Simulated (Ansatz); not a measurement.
in.yaml

```yaml
crystal:
  periodic: [false, false, false]
  atoms:
    - {symbol: Ge, position_ang: [0.000000, 0.013184, 1.181237]}
    - {symbol: Ge, position_ang: [0.000000, -0.034339, -1.223364]}
    - {symbol: H, position_ang: [0.000000, 1.219299, 2.151804]}
    - {symbol: H, position_ang: [0.000000, -1.255242, 2.068613]}
    - {symbol: H, position_ang: [0.000000, 1.560523, -1.184463]}
basis:
  gaussian: {orbitals: STO-3G}
magnetization: {spin_polarized: false, initial_magnetization: 1}
correlation: {active_space: {window: {electrons: 3, orbitals: 5}, fixed_orbitals: true}}
accuracy: high
output: {forces: true}
```

```sh
$ ansatz run in.yaml --threads 1 --pin off --events-out ev --progress --plain --max-ram 2393MiB
```

Output:

```
529 factors; integrals over basis functions are off by at most 7.3e-9 eV
mean field evaluation 1: about -111706.2338 eV, gradient 7.7e0 eV
mean field evaluation 2: about -111706.2604 eV, gradient 7.6e0 eV
mean field evaluation 4: about -111706.8807 eV, gradient 1.3e0 eV
mean field evaluation 8: about -111706.9383 eV, gradient 2.4e-2 eV
mean field evaluation 16: about -111704.7003 eV, gradient 6.0e-3 eV
mean field evaluation 32: about -111704.6974 eV, gradient 1.6e-5 eV
mean field -111706.93835325 eV, -4105.1542667995 hartree, gradient 2.7e-8 eV, S^2 0.750000; 3 other end points of the search recorded, 0 dependent functions left out
reference -111706.93835325 eV, -4105.1542667995 hartree; 34, 33 occupied and 5, 6 virtual orbitals, 529 factors
state -111707.27583386 eV, -4105.1666689834 hartree
the calculation of the forces begins
Total energy: -111707.27583386 eV, -4105.1666689834 hartree
Atom 0 at     0.000000     0.013184     1.181237 Å, force     0.000000    -0.365099     1.913353 eV/Å
Atom 1 at     0.000000    -0.034339    -1.223364 Å, force     0.000000     2.427925     1.492173 eV/Å
Atom 2 at     0.000000     1.219299     2.151804 Å, force    -0.000000    -1.820413    -1.631031 eV/Å
Atom 3 at     0.000000    -1.255242     2.068613 Å, force    -0.000000     1.960579    -1.466825 eV/Å
Atom 4 at     0.000000     1.560523    -1.184463 Å, force     0.000000    -2.202992    -0.307671 eV/Å
Dipole moment:    -0.000000     0.039469     0.006102 e Å
```

Natural occupations: 1.9569 0.9942 0.0301 0.0175 0.0013.

Forces (eV/Å):
```
Ge   0.000 -0.365  1.913
Ge   0.000  2.428  1.492
H    0.000 -1.820 -1.631
H    0.000  1.961 -1.467
H    0.000 -2.203 -0.308
```

Ran on 1 thread of AMD EPYC 9R14, shared host: 1.6 s wall, 0.22 GiB peak host memory.
